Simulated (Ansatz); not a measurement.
# AlFH4Si: molecular dynamics, part 2 of 2

Purpose: to follow the molecule's vibrations and see whether its bonds hold. The start is relaxed first. Runs: 150 steps of 0.5 fs at constant energy, with velocities drawn for 300 K; 150 steps of 0.5 fs under a Nosé-Hoover thermostat at 200 K. SMILES of the start: F[SiH2][AlH2].

Ansatz 0.2.0; RKS B3LYP-D4/def2-SVP. Earlier steps stand in the parts before.

## Step 6: Positions and forces

Positions (Å) and forces (eV/Å):

```xyz
7
time_fs=9.5 T=134 dE=0.1075
F    -2.183    0.171    0.112    0.624   -0.448   -0.225
Si   -0.753   -0.241   -0.645   -0.716    0.033    0.662
Al    1.100    0.292    0.821   -0.093    0.175    0.021
H    -0.630   -1.730   -0.847   -0.347    0.096   -0.118
H    -0.865    0.436   -1.940    0.155    0.091   -0.586
H     0.714    0.940    2.212    0.231    0.012    0.118
H     2.545   -0.113    0.325    0.147    0.042    0.128
7
time_fs=19.0 T=131 dE=0.1097
F    -2.160    0.160    0.119    0.150   -0.104   -0.042
Si   -0.749   -0.225   -0.638   -0.678    0.086   -1.236
Al    1.080    0.290    0.809    0.563    0.203    0.463
H    -0.665   -1.716   -0.808   -0.183   -0.041   -0.004
H    -0.876    0.329   -2.086    0.216   -0.232    0.862
H     0.716    0.919    2.234    0.170   -0.046   -0.124
H     2.569   -0.177    0.419   -0.237    0.135    0.082
7
time_fs=28.0 T=93 dE=0.1344
F    -2.134    0.146    0.123   -0.784    0.539    0.264
Si   -0.761   -0.215   -0.649    0.242   -1.269    0.214
Al    1.073    0.293    0.809    0.316    0.096    0.449
H    -0.829   -1.713   -0.780    0.183   -0.021   -0.005
H    -0.763    0.227   -2.026   -0.090    0.581   -0.815
H     0.824    0.903    2.239   -0.135    0.153    0.133
H     2.543   -0.173    0.531    0.268   -0.077   -0.240
7
time_fs=37.5 T=170 dE=0.0844
F    -2.135    0.153    0.138   -0.338    0.405   -0.087
Si   -0.770   -0.232   -0.672    0.141   -0.370   -0.208
Al    1.080    0.299    0.824    0.687   -0.018    0.426
H    -0.878   -1.726   -0.784    0.168    0.041   -0.253
H    -0.711    0.367   -2.071   -0.200   -0.138    0.452
H     0.860    0.972    2.270   -0.067   -0.055   -0.294
H     2.594   -0.185    0.498   -0.391    0.135   -0.036
7
time_fs=47.0 T=212 dE=0.0573
F    -2.151    0.176    0.148    0.486   -0.343   -0.462
Si   -0.774   -0.263   -0.692   -0.333    0.748    0.498
Al    1.101    0.305    0.849   -0.488   -0.129   -0.464
H    -0.808   -1.730   -0.978   -0.154    0.012   -0.129
H    -0.801    0.527   -1.994    0.028   -0.359    0.297
H     0.826    1.053    2.194   -0.009    0.146    0.276
H     2.523   -0.144    0.401    0.470   -0.074   -0.016
7
time_fs=56.0 T=109 dE=0.1241
F    -2.149    0.185    0.140    0.272   -0.542   -0.171
Si   -0.787   -0.279   -0.692   -0.113    0.196    0.842
Al    1.114    0.307    0.862   -0.011   -0.059   -0.448
H    -0.835   -1.686   -1.231   -0.174    0.051    0.344
H    -0.863    0.539   -1.898    0.225    0.447   -0.641
H     0.807    1.167    2.189    0.143   -0.233   -0.235
H     2.600   -0.098    0.350   -0.341    0.140    0.310
7
time_fs=65.5 T=118 dE=0.1180
F    -2.138    0.174    0.126   -0.555   -0.035    0.309
Si   -0.803   -0.281   -0.680    0.743    0.851   -0.888
Al    1.122    0.307    0.861   -0.590   -0.167   -0.561
H    -1.000   -1.641   -1.272    0.039   -0.083    0.226
H    -0.749    0.649   -1.940    0.086   -0.522    0.733
H     0.857    1.185    2.124   -0.151    0.139    0.309
H     2.595    0.002    0.467    0.429   -0.182   -0.128
7
time_fs=75.0 T=88 dE=0.1373
F    -2.148    0.161    0.123   -0.421    0.373    0.178
Si   -0.799   -0.268   -0.678    0.565   -0.417    0.888
Al    1.120    0.303    0.846    0.233    0.013    0.178
H    -1.115   -1.651   -1.131    0.311   -0.069   -0.177
H    -0.558    0.626   -1.806   -0.166    0.341   -0.738
H     0.830    1.208    2.154   -0.041   -0.209   -0.282
H     2.693    0.013    0.554   -0.480   -0.030   -0.047
```

Reading of run 1. The temperature starts at 300 K and averages 156 K in the second half, where it ranges from 81 to 241 K; a mean near half the start is what vibrations about a minimum give, since they share energy equally between motion and strain. The total energy strays from its start by at most 0.07 meV/atom, 0.5 % of the mean kinetic energy, so a step of 0.5 fs is short enough over this time. No bond forms or breaks.

## Step 7: Run 2

150 steps of 0.5 fs under a Nosé-Hoover thermostat at 200 K, starting from the last frame of an earlier run, with new velocities.

Contents of input.yaml:

```yaml
crystal:
  periodic: [false, false, false]
  atoms:
    - { symbol: F, position_ang: [-2.148527, 0.160912, 0.12304] }
    - { symbol: Si, position_ang: [-0.798667, -0.268009, -0.677982] }
    - { symbol: Al, position_ang: [1.119854, 0.302944, 0.84634] }
    - { symbol: H, position_ang: [-1.115212, -1.651253, -1.130932] }
    - { symbol: H, position_ang: [-0.558487, 0.626369, -1.806282] }
    - { symbol: H, position_ang: [0.829764, 1.207987, 2.154149] }
    - { symbol: H, position_ang: [2.693124, 0.013054, 0.553788] }
basis:
  gaussian: { orbitals: def2-SVP }
hamiltonian:
  xc: b3lyp
  dispersion: d4
md:
  timestep: 0.5
  n_steps: 150
  ensemble: nvt_nose_hoover
  temperature: 200.0
  initial_velocities: maxwell_boltzmann
  seed: 445103
```

Command:

```bash
$ ansatz run input.yaml --threads 1 --pin off --max-ram 2048MiB --backend cpu --events-out ev --progress --plain --runs-dir out
```

What it wrote (excerpt; [...] marks lines left out):

```text
Warning: RAYON_NUM_THREADS=1 ignored (pool sized by the plan → 1); use --threads N
[...]
Functional definition: B3LYP
[...]
701 factors; integrals over basis functions are off by at most 3.1e-4 eV
[...]
mean field -17251.48158047 eV, -633.9802546082 hartree, gradient 2.2e-5 eV, S^2 0.000000; 0 other end points of the search recorded, 0 dependent functions left out
[...]
reference -17251.48183665 eV, -633.9802640226 hartree; 20, 20 occupied and 50, 50 virtual orbitals, 701 factors
md step     0: t =     0.00 fs  T =   200.0 K  F+E_penalty+E_count = -17251.65647110 eV  E_kin = 0.129260 eV  conserved = -17251.52721110 eV  (21 SCF iters)
[...]
md step    19: t =     9.50 fs  T =   246.8 K  F+E_penalty+E_count = -17251.68688096 eV  E_kin = 0.159526 eV  conserved = -17251.52729793 eV  (23 SCF iters)
[...]
md step    38: t =    19.00 fs  T =   246.1 K  F+E_penalty+E_count = -17251.68695292 eV  E_kin = 0.159035 eV  conserved = -17251.52724716 eV  (21 SCF iters)
[...]
md step    57: t =    28.50 fs  T =   121.9 K  F+E_penalty+E_count = -17251.60728827 eV  E_kin = 0.078756 eV  conserved = -17251.52701443 eV  (22 SCF iters)
[...]
md step    74: t =    37.00 fs  T =   177.0 K  F+E_penalty+E_count = -17251.64345337 eV  E_kin = 0.114410 eV  conserved = -17251.52709123 eV  (21 SCF iters)
md step    75: t =    37.50 fs  T =   182.6 K  F+E_penalty+E_count = -17251.64709639 eV  E_kin = 0.118001 eV  conserved = -17251.52712081 eV  (21 SCF iters)
```

## Step 8: More of the same log: dynamics from the last frame of an earlier run

The log, continued (excerpt; [...] marks lines left out):

```text
md step    76: t =    38.00 fs  T =   190.7 K  F+E_penalty+E_count = -17251.65243947 eV  E_kin = 0.123271 eV  conserved = -17251.52716950 eV  (22 SCF iters)
[...]
md step    94: t =    47.00 fs  T =   104.4 K  F+E_penalty+E_count = -17251.59703908 eV  E_kin = 0.067462 eV  conserved = -17251.52726988 eV  (22 SCF iters)
[...]
md step   112: t =    56.00 fs  T =   297.8 K  F+E_penalty+E_count = -17251.72184823 eV  E_kin = 0.192460 eV  conserved = -17251.52741771 eV  (23 SCF iters)
[...]
md step   130: t =    65.00 fs  T =   218.4 K  F+E_penalty+E_count = -17251.67047082 eV  E_kin = 0.141166 eV  conserved = -17251.52721809 eV  (22 SCF iters)
[...]
md step   148: t =    74.00 fs  T =   232.6 K  F+E_penalty+E_count = -17251.68010447 eV  E_kin = 0.150350 eV  conserved = -17251.52719754 eV  (22 SCF iters)
[...]
md step   149: t =    74.50 fs  T =   231.5 K  F+E_penalty+E_count = -17251.67935733 eV  E_kin = 0.149605 eV  conserved = -17251.52715996 eV  (22 SCF iters)
[...]
md step   150: t =    75.00 fs  T =   231.9 K  F+E_penalty+E_count = -17251.67967320 eV  E_kin = 0.149900 eV  conserved = -17251.52714296 eV  (22 SCF iters)
Total energy: -17251.67992906 eV, -633.9875437842 hartree
Atom 0 at    -2.144790     0.191382     0.128788 Å, force    -0.085461    -0.400821     0.108053 eV/Å
Atom 1 at    -0.787950    -0.290450    -0.666959 Å, force     0.238334     0.377981     0.682073 eV/Å
Atom 2 at     1.114272     0.309971     0.838180 Å, force    -0.565167    -0.161266     0.129525 eV/Å
Atom 3 at    -0.919816    -1.634771    -1.279529 Å, force    -0.132085    -0.276231     0.155417 eV/Å
Atom 4 at    -0.741385     0.632411    -1.785499 Å, force     0.171264     0.510160    -0.874540 eV/Å
Atom 5 at     0.682000     1.060731     2.192716 Å, force     0.215222    -0.085031    -0.209916 eV/Å
Atom 6 at     2.608770     0.000641     0.446000 Å, force     0.157892     0.035208     0.009388 eV/Å
Dipole moment:     0.353499    -0.116348    -0.052088 e Å
```

It took 10 min on 1 thread of AMD EPYC (Zen 3), shared host; peak memory 0.14 GiB.

## Step 9: What the atoms did

The trajectory, every 6 steps (energies from step 0):

| time (fs) | T (K) | potential energy change (meV/atom) | conserved energy change (meV/atom) |
| --- | --- | --- | --- |
| 0.0 | 200 | 0.0 | 0.00 |
| 3.0 | 214 | -1.3 | -0.01 |
| 6.0 | 196 | 0.4 | 0.01 |
| 9.0 | 239 | -3.6 | -0.01 |
| 12.0 | 255 | -5.1 | -0.01 |
| 15.0 | 260 | -5.6 | 0.00 |
| 18.0 | 266 | -6.2 | -0.02 |
| 21.0 | 208 | -0.9 | 0.01 |
| 24.0 | 201 | -0.3 | -0.01 |
| 27.0 | 151 | 4.3 | 0.00 |
| 30.0 | 137 | 5.6 | 0.02 |
| 33.0 | 208 | -1.0 | -0.03 |
| 36.0 | 176 | 2.0 | 0.02 |
| 39.0 | 210 | -1.2 | -0.01 |
| 42.0 | 182 | 1.3 | -0.03 |
| 45.0 | 75 | 11.2 | 0.04 |
| 48.0 | 124 | 6.7 | -0.02 |
| 51.0 | 133 | 5.9 | 0.01 |
| 54.0 | 212 | -1.4 | 0.01 |
| 57.0 | 318 | -11.2 | -0.03 |
| 60.0 | 288 | -8.4 | 0.01 |
| 63.0 | 261 | -5.9 | -0.01 |
| 66.0 | 195 | 0.2 | 0.01 |
| 69.0 | 184 | 1.2 | 0.01 |
| 72.0 | 233 | -3.5 | -0.02 |
| 75.0 | 232 | -3.3 | 0.01 |

time (fs), T (K) and a bar:
```
      0.0        200 ################
      3.5        210 #################
      6.5        199 ################
     10.0        253 #######################
     13.0        250 ######################
     16.5        275 #########################
     19.5        235 ####################
     23.0        201 ################
     26.0        177 #############
     29.5        126 ######
     32.5        204 ################
     36.0        176 #############
     39.0        210 #################
     42.5        159 ###########
     45.5         76 
     49.0        133 #######
     52.0        144 #########
     55.5        280 ##########################
     58.5        312 ##############################
     62.0        271 #########################
     65.0        218 ##################
     68.5        178 #############
     71.5        228 ###################
     75.0        232 ####################
```

## Step 10: Positions and forces

Extended XYZ, with forces in eV/Å:

```xyz
7
time_fs=9.5 T=247 dE=-0.0304
F    -2.127    0.167    0.139   -0.371    0.231    0.172
Si   -0.789   -0.271   -0.686    0.234    0.434   -0.469
Al    1.101    0.317    0.848   -0.219   -0.445   -0.189
H    -1.079   -1.645   -1.173    0.276   -0.312    0.130
H    -0.720    0.520   -1.989   -0.003   -0.059    0.408
H     0.917    1.046    2.217   -0.292    0.270    0.228
H     2.570   -0.128    0.574    0.376   -0.119   -0.281
7
time_fs=19.0 T=246 dE=-0.0305
F    -2.120    0.182    0.162    0.213   -0.379   -0.269
Si   -0.774   -0.269   -0.700   -0.382    0.272   -0.240
Al    1.082    0.319    0.848    0.246   -0.417    0.038
H    -0.804   -1.752   -1.078   -0.096    0.452    0.316
H    -0.907    0.444   -2.044    0.216   -0.155    0.429
H     0.818    0.997    2.295    0.078   -0.087   -0.452
H     2.529   -0.287    0.434   -0.275    0.314    0.178
7
time_fs=28.0 T=128 dE=0.0452
F    -2.107    0.182    0.173    0.131   -0.429   -0.350
Si   -0.767   -0.256   -0.710    0.024    0.554    1.624
Al    1.066    0.308    0.844   -0.345   -0.190   -0.739
H    -0.618   -1.727   -0.819   -0.375   -0.343   -0.251
H    -0.937    0.378   -2.001    0.016    0.179   -0.860
H     0.742    0.972    2.208    0.059    0.231    0.449
H     2.441   -0.275    0.382    0.490   -0.002    0.127
7
time_fs=37.5 T=183 dE=0.0094
F    -2.090    0.166    0.171   -0.452    0.167   -0.067
Si   -0.761   -0.230   -0.693    0.047   -0.439   -0.654
Al    1.046    0.292    0.826    0.657    0.385    0.327
H    -0.711   -1.750   -0.707   -0.121    0.250   -0.243
H    -0.901    0.258   -2.160    0.096   -0.224    0.910
H     0.740    1.023    2.243    0.082   -0.240   -0.397
H     2.545   -0.195    0.466   -0.308    0.100    0.123
7
time_fs=47.0 T=104 dE=0.0594
F    -2.092    0.157    0.165   -0.594    0.609    0.117
Si   -0.753   -0.218   -0.676   -0.246   -1.412   -0.092
Al    1.042    0.286    0.810    0.728    0.236    0.181
H    -0.893   -1.715   -0.781    0.311   -0.057    0.016
H    -0.826    0.145   -2.097   -0.039    0.583   -0.365
H     0.757    0.990    2.167   -0.282    0.206    0.391
H     2.563   -0.079    0.614    0.122   -0.164   -0.247
7
time_fs=56.0 T=298 dE=-0.0654
F    -2.116    0.171    0.163    0.121    0.150   -0.217
Si   -0.753   -0.240   -0.671   -0.586   -0.253   -0.352
Al    1.059    0.289    0.807    0.435    0.416    0.852
H    -0.866   -1.714   -0.868    0.075   -0.165   -0.098
H    -0.776    0.359   -2.056   -0.046    0.035    0.268
H     0.629    1.011    2.196    0.142   -0.176   -0.352
H     2.601   -0.067    0.598   -0.141   -0.008   -0.101
7
time_fs=65.5 T=206 dE=-0.0060
F    -2.138    0.191    0.151    0.378   -0.494   -0.294
Si   -0.768   -0.275   -0.671   -0.110    0.753   -0.121
Al    1.089    0.303    0.823   -0.098   -0.315   -0.233
H    -0.786   -1.747   -1.039   -0.301    0.415   -0.082
H    -0.755    0.662   -1.893   -0.024   -0.699    0.267
H     0.559    0.989    2.125    0.190    0.220    0.365
H     2.601   -0.073    0.490   -0.035    0.120    0.099
7
time_fs=75.0 T=232 dE=-0.0232
F    -2.145    0.191    0.129   -0.086   -0.401    0.108
Si   -0.788   -0.290   -0.667    0.238    0.378    0.682
Al    1.114    0.310    0.838   -0.565   -0.161    0.130
H    -0.920   -1.635   -1.280   -0.132   -0.276    0.155
H    -0.741    0.632   -1.786    0.171    0.510   -0.875
H     0.682    1.061    2.193    0.215   -0.085   -0.210
H     2.609    0.001    0.446    0.158    0.035    0.009
```

Reading of run 2. Against a set 200 K the second half averages 202 K with a spread of 65 K. The conserved energy strays from its start by at most 0.04 meV/atom, 0.2 % of the mean kinetic energy, so a step of 0.5 fs is short enough over this time. The bonds all hold.

## Step 11: Results

This closing draws on all 2 parts.

| quantity | value |
| --- | --- |
| relaxation of the start | 11 moves, 0.394 eV lower |
| run 1: length | 150 steps of 0.5 fs |
| run 1: temperature, first and last step | 300 and 88 K |
| run 1: temperature, second half | mean 156 K, from 81 to 241 K |
| run 1: potential energy, second half | +13 meV/atom from this run's first step |
| run 1: largest change of the total energy | 0.07 meV/atom |
| run 1: bonds formed or broken | 0 |
| run 2: length | 150 steps of 0.5 fs |
| run 2: temperature, first and last step | 200 and 232 K |
| run 2: temperature, second half | mean 202 K, from 75 to 320 K |
| run 2: potential energy, second half | -1 meV/atom from this run's first step |
| run 2: largest change of the conserved energy | 0.04 meV/atom |
| run 2: bonds formed or broken | 0 |

**Reading.** Mean temperatures of the second halves: 156 K, 202 K. No bond formed or broke in any run. 75 fs on 7 atoms is far too short and small for converged averages. The nuclei move classically, without zero-point motion, which matters most for hydrogen.
